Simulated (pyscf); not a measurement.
Single points on ωB97X-D3(BJ)/def2-SVP structures (PySCF, gas phase). MP2 and CC: frozen core, UHF for open shells. ΔMP2 is the change of the MP2 total energy from the triple- to the quadruple-zeta basis.

Task: What is the homolytic dissociation enthalpy (298 K, CCSD(T)/def2-TZVPP + ΔMP2(QZVPP)) of the F–Ge bond of F–GeH=GeH₂, to F• + [HGe=GeH₂]•?

Result: F–Ge to F• + [HGe=GeH₂]•: 113.0 kcal/mol. The radicals are drawn with the spin at the cut bond; how far it spreads was not checked. F–GeH=GeH₂ may be a fragile minimum: a first optimisation, from another start, lost the drawn bonds. Other isomers of [HGe=GeH₂]• were not searched in full and may lie lower. The CCSD(T) − MP2 part came from Ansatz, without density fitting, on the same reference. The frozen core leaves the outer d or s,p core shells of the metals and heavy elements correlated in the MP2 and CC values, and def2-TZVPP describes them poorly, which can shift differences by a few kcal/mol. Left out: the spin-orbit lowering of F. Elements up to Kr have no core potential and no relativistic terms here.
